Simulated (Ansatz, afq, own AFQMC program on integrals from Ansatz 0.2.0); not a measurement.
Integrals from Ansatz 0.2.0, then the random walk in our own AFQMC program (afq).

```yaml
crystal:
  periodic: [false, false, false]
  atoms:
    - {symbol: Ni, position_ang: [0.000000, 0.000000, 0.000000]}
basis:
  gaussian: {orbitals: def2-SVP}
total_charge: 1
magnetization: {spin_polarized: true, initial_magnetization: 3}
correlation: {method: ccsd_t, electrons: outside_noble_gas, hamiltonian_folder: ham}
```

```sh
$ ansatz run in.yaml --threads 1 --pin off --events-out ev --progress --plain --max-ram 1382MiB
```

afq runs on the folder ham with

```
--method phaseless --trial cisd --walkers 110 --populations 1 --least-time 40 --time-step 0.005 --steps-per-block 50 --equilibration-blocks 40 --max-blocks 300 --target-error 0.00036 --factor-cut 1e-05 --start spin_pure --seed 2877 --release-times 0.24,0.5,1,1.5 --release-step 0.02 --release-every 4 --taylor-order 6
```

Times are imaginary, in 1/Eh. The walk had a cap of 533 s.

Log:

```
orbitals 22  electrons 6 3  factors 180 of 237
reference energy -1506.38806101 Eh
CCSD correlation -0.15535825 Eh in 8 cycles, weight of the determinant in the CISD state 0.9723
energy of the start -1506.543421 Eh
 block  time / (1/Eh)  mean weight  energy / Eh
     1     0.250  1.0008  -1506.544625
     2     0.500  0.9988  -1506.544714
     3     0.750  0.9994  -1506.546470
     4     1.000  0.9991  -1506.546370
     5     1.250  0.9986  -1506.545903
     7     1.750  0.9996  -1506.547358
     9     2.250  1.0002  -1506.545853
    11     2.750  0.9998  -1506.545282
    21     5.250  0.9990  -1506.546335
    31     7.750  0.9991  -1506.544867
    41    10.250  1.0018  -1506.546226
    51    12.750  0.9999  -1506.548355
    61    15.250  0.9998  -1506.545303
    71    17.750  1.0004  -1506.544638
    81    20.250  0.9987  -1506.545345
    91    22.750  0.9977  -1506.545621
   101    25.250  1.0022  -1506.546239
   111    27.750  1.0014  -1506.544559
   116    29.000  0.9992  -1506.551493
   121    30.250  0.9976  -1506.547167
   131    32.750  0.9996  -1506.545735
   141    35.250  1.0015  -1506.545599
   151    37.750  0.9969  -1506.545697
   161    40.250  1.0017  -1506.547162
   171    42.750  1.0001  -1506.546348
   176    44.000  1.0009  -1506.544155
   181    45.250  0.9997  -1506.546871
   191    47.750  1.0038  -1506.548804
   196    49.000  1.0023  -1506.545617
blocks merged  error / Eh  count
     1  0.000114  160
     2  0.000128  80
     4  0.000136  40
     8  0.000155  20
    16  0.000143  10
released: time / (1/Eh)  energy / Eh  error  mean overlap
  0.24  -1506.546423  0.000193  0.9976
  0.50  -1506.546593  0.000184  0.9967
  1.00  -1506.546486  0.000173  0.9999
  1.50  -1506.546449  0.000273  0.9814
energy -1506.546412 +/- 0.000155 Eh
(rows thinned)
```

The run passed its tests (sampling time, drift between the halves within three errors, error under three times the target), which doesn't prove that it has relaxed.

Against this walk (error 4.2 meV) on the same determinant: CCSD(T) 15.2 meV lower, CCSDT(Q) 2.8 meV lower (within the noise). The error is statistical and leaves out the bias of the constraint. Released to 1.50 1/Eh the energy moves by -1 ± 9 meV (both errors), within twice the noise.

Cautions: constraint bias not in the error; no relativity below Rb; outer-core shells of the metal frozen; another spin lies lower.

The walk took 4.3 min on 1 thread of Intel(R) Xeon(R) Platinum 8375C CPU @ 2.90GHz (Ice Lake) (shared host). The log's last line is the phaseless energy.

CCSDT and higher add their correlation energy to the determinant of the CCSD(T) run, since their own runs factorise the integrals more tightly (a shift of under 2 meV).
